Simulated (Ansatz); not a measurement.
A calculation with Ansatz (development build ahead of 0.2.0).

```yaml
crystal:
  periodic: [false, false, false]
  atoms:
    - { symbol: O, position_ang: [0.0, 0.0, 0.1193] }
    - { symbol: H, position_ang: [0.0, 0.7632, -0.477] }
    - { symbol: H, position_ang: [0.0, -0.8777, -0.5665] }
basis:
  gaussian: { orbitals: pcseg-2 }
magnetization:
  spin_polarized: true
hamiltonian:
  xc: pbe0
```

The input is written out in the form of the current development build from the run's settings.

Output:

```json
{"Converged": "yes", "Total energy": "-76.36350 hartree", "Spin squared of the determinant": "0.000", "Stability test": "minimum"}
```
